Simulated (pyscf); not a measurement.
Single points on ωB97X-D3(BJ)/def2-SVP structures (PySCF, gas phase).

### Question
Estimate the classical barrier height and the reaction energy of H₃Si–AsH₂ + AsH₃ → H₂As–SiH₂–AsH₂ + H₂ at ωB97M-D3(BJ)/def2-TZVP. The step runs on the singlet surface, breaks H–Si, As–H and forms As–Si, H–H; take the separated reactants as zero.

### Answer
ΔE‡ = 74.5 kcal/mol, ΔE = -1.9 kcal/mol. Zero-point energy shifts the barrier by -0.7 kcal/mol. It is a four-centre exchange, with an imaginary mode of 1052i cm⁻¹. From the product side, AsH₂• + •H₂Si–AsH₂ + H₂ lies, by one bond made or cut, 10.3 kcal/mol under this saddle at ωB97M-D3(BJ)/def2-TZVP. The same reactants have a lower exit, to H₃Si–AsH–AsH₂ + H₂ (barrier +62.3 kcal/mol at ωB97M-D3(BJ)/def2-TZVP, against +74.5 kcal/mol here). This is the saddle that the search found; another between the same sides may lie lower. Elements up to Kr have no core potential and no relativistic terms here.
